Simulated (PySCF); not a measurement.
Neon: a sound run and one with changed settings

Sound run: Ne [Ne], Ne⁺ [He] 2s2 2p5. All numbers are calculated (PySCF 2.14, no relativity, point nucleus, in def2-TZVP (5s3p2d1f, 31 functions)). In the sound run the correlated levels freeze 1s2. The sound run starts from symmetry-adapted Hartree-Fock orbitals and uses a fine grid where one is needed.

Changed run: basis STO-3G. This setting is unsound on purpose.

```
species  method  sound run (hartree)  changed run (hartree)  converged
     Ne     UHF           -128.54149             -126.60453        yes
     Ne    BP86           -128.96642             -126.91906        yes
     Ne    PBE0           -128.86443             -126.85545        yes
     Ne     MP2           -128.80312             -126.60453        yes
    Ne⁺     UHF           -127.81851             -126.06147        yes
    Ne⁺    BP86           -128.16853             -126.33771        yes
    Ne⁺    PBE0           -128.07698             -126.27184        yes
    Ne⁺     MP2           -128.01175             -126.06147        yes
```

Ionisation energy of Ne:

| method | sound run (eV) | changed run (eV) |
| --- | --- | --- |
| UHF | 19.673 | 14.777 |
| BP86 | 21.712 | 15.819 |
| PBE0 | 21.428 | 15.881 |
| MP2 | 21.534 | 14.777 |
| SCS-MP2 | 21.388 | 14.777 |

A minimal basis cannot let orbitals breathe on ionisation and holds almost no correlation.

For comparison, NIST gives 21.565 eV between the lowest levels.
